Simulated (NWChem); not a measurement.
**Basis-set convergence for hydrogen fluoride (HF)**

```xyz
2

F      0.0000     0.0000     0.0932
H      0.0000     0.0000    -0.8391
```
Charge 0, spin multiplicity 1.

Everything below was run with NWChem. The geometry was optimised at PBE/def2-SVP, a minimum by its harmonic frequencies.

Quantity: dipole moment at the level PBE0.

The Pople sets run with spherical d functions.

Task: In def2-TZVPD the value is 1.82 D. Among STO-3G, 3-21G, 6-31G*, pcseg-1, def2-SVP, 6-31+G*, 6-311++G**, aug-cc-pVDZ, def2-TZVP, which is the smallest basis within 0.03 D of it?

Result: aug-cc-pVDZ, with 32 functions against 49. def2-TZVPD isn't the basis-set limit itself, and a small set can land close by cancellation.

```tsv
basis	functions	dipole moment (D)
STO-3G	6	1.22
3-21G	11	2.02
6-31G*	16	1.88
pcseg-1	19	1.92
def2-SVP	19	1.88
6-31+G*	20	2.03
6-311++G**	29	2.00
aug-cc-pVDZ	32	1.82
def2-TZVP	37	1.94
def2-TZVPD	49	1.82
```
